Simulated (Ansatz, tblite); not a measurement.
**Si(PMe2)H3 (C2H9PSi): one state, many levels**

The task here is to estimate one member of a computed series from the others.

The runs use Ansatz 0.2.0, Gaussian basis; as each input shows.

The runs, in order: GFN1-xTB, GFN2-xTB, PBE-D4/def2-TZVP, r2SCAN-D4/def2-TZVP, ωB97M-V/def2-TZVP, LDA/def2-TZVP, LC-ωPBE/def2-TZVP, CAM-B3LYP-D4/def2-TZVP, r2SCAN0-D4/def2-TZVP, HF/def2-TZVP, HSE06-D4/def2-TZVP, PBE-D4/def2-SVP, PBE0-D4/def2-SVP, HF/STO-3G, HF/6-31G, B3LYP-D4/6-31G, PBE0-D4/def2-TZVPD, PBE-D4/def2-TZVPD, r2SCAN-D4/def2-TZVPD, CCSD(T)/def2-TZVP, RPA/def2-TZVP.

## The structure

The geometry is that of the singlet, from an earlier relaxation (PBE-D4/def2-SVP).

13 atoms, charge 0, spin multiplicity 1.

Bond lengths: Si1–P2 2.274 Å, Si1–H11 1.506 Å, Si1–H12 1.507 Å, Si1–H13 1.512 Å, P2–C3 1.876 Å, P2–C4 1.876 Å, C3–H5 1.110 Å, C3–H6 1.109 Å, C3–H7 1.108 Å, C4–H8 1.110 Å, C4–H9 1.109 Å, C4–H10 1.108 Å. Angles: P2–Si1–H11 109.3°, P2–Si1–H12 109.2°, P2–Si1–H13 112.5°, H11–Si1–H12 108.6°, H11–Si1–H13 108.6°, H12–Si1–H13 108.6°, Si1–P2–C3 98.4°, Si1–P2–C4 98.3°, C3–P2–C4 99.8°, P2–C3–H5 113.8°, P2–C3–H6 108.5°, P2–C3–H7 109.3°, H5–C3–H6 108.6°, H5–C3–H7 108.9°, H6–C3–H7 107.6°, P2–C4–H8 113.8°, P2–C4–H9 108.5°, P2–C4–H10 109.3° and more.

PBE0-D4/def2-TZVP was run before; its log isn't repeated, and its numbers join the tables.

Set-up of the first run:

Tight binding, by tblite at 300 K electronic temperature and without a spin-polarisation term:

```python
tblite.interface.Calculator('GFN1-xTB', numbers, positions, charge=0, uhf=0).singlepoint()
```

Tight binding, by tblite at 300 K electronic temperature and without a spin-polarisation term:

```python
tblite.interface.Calculator('GFN2-xTB', numbers, positions, charge=0, uhf=0).singlepoint()
```

start.molden holds the orbitals of an earlier run on this state, given as this run's starting guess.

in.yaml reads:

```yaml
crystal:
  periodic: [false, false, false]
  atoms:
    - {symbol: Si, position_ang: [0.437564, 0.684161, -1.663469]}
    - {symbol: P, position_ang: [0.440817, 0.704369, 0.610675]}
    - {symbol: C, position_ang: [1.029516, -1.053343, 0.899168]}
    - {symbol: C, position_ang: [-1.400490, 0.474323, 0.886377]}
    - {symbol: H, position_ang: [0.457980, -1.815526, 0.330081]}
    - {symbol: H, position_ang: [0.942203, -1.281416, 1.980986]}
    - {symbol: H, position_ang: [2.100874, -1.130421, 0.626825]}
    - {symbol: H, position_ang: [-1.837064, -0.371192, 0.315625]}
    - {symbol: H, position_ang: [-1.575565, 0.298125, 1.967092]}
    - {symbol: H, position_ang: [-1.931144, 1.406714, 0.609406]}
    - {symbol: H, position_ang: [1.858255, 0.669429, -2.164352]}
    - {symbol: H, position_ang: [-0.237953, 1.932317, -2.168914]}
    - {symbol: H, position_ang: [-0.284992, -0.517529, -2.229500]}
basis:
  gaussian: {orbitals: def2-TZVP, initial_orbitals: start.molden}
hamiltonian: {xc: pbe, dispersion: d4}
scf: {omitted_lower_state_checks: [starts]}
output: {orbitals: {seedname: orbitals}}
```

Launch:

```
$ ansatz run in.yaml --threads 4 --pin off --events-out ev --progress --plain --max-ram 3916MiB
```

Steps of the session up to this table: PBE-D4/def2-TZVP; r2SCAN-D4/def2-TZVP; ωB97M-V/def2-TZVP; LDA/def2-TZVP; LC-ωPBE/def2-TZVP; CAM-B3LYP-D4/def2-TZVP; r2SCAN0-D4/def2-TZVP; HF/def2-TZVP; HSE06-D4/def2-TZVP; PBE-D4/def2-SVP; PBE0-D4/def2-SVP; HF/STO-3G; HF/6-31G; B3LYP-D4/6-31G; PBE0-D4/def2-TZVPD; PBE-D4/def2-TZVPD; r2SCAN-D4/def2-TZVPD; CCSD(T)/def2-TZVP; RPA/def2-TZVP.

One of the session's tables, all rows but one given; the rest of the session is left out.

```
                 level  HOMO (eV)  LUMO (eV)  gap (eV)
             HF/STO-3G      -6.66      10.45     17.11
              HF/6-31G      -9.03       3.52     12.55
          HF/def2-TZVP      -9.09       3.17     12.25
         LDA/def2-TZVP      -5.64      -0.78      4.86
       PBE-D4/def2-SVP      -5.48      -0.19      5.29
      PBE-D4/def2-TZVP      -5.56      -0.56      5.00
     PBE-D4/def2-TZVPD      -5.59      -0.75      4.85
   r2SCAN-D4/def2-TZVP      -5.75      -0.22      5.53
  r2SCAN-D4/def2-TZVPD      -5.76      -0.33      5.43
        B3LYP-D4/6-31G      -6.24       0.38      6.62
      PBE0-D4/def2-SVP      -6.59       0.64      7.23
     PBE0-D4/def2-TZVP      -6.63       0.25      6.88
    PBE0-D4/def2-TZVPD      -6.64       0.00      6.64
  r2SCAN0-D4/def2-TZVP      -6.75       0.46      7.21
    HSE06-D4/def2-TZVP      -6.23      -0.12      6.11
CAM-B3LYP-D4/def2-TZVP      -7.89       1.20      9.10
     LC-ωPBE/def2-TZVP      -9.19       2.34     11.53
     ωB97M-V/def2-TZVP          ?          ?         ?
```

**Question.** Estimate the row for ωB97M-V/def2-TZVP.

As computed: HOMO (eV): -8.73; LUMO (eV): 1.88; gap (eV): 10.62. In the column «HOMO (eV)» it lies between HF/6-31G (-9.03) and CAM-B3LYP-D4/def2-TZVP (-7.89).
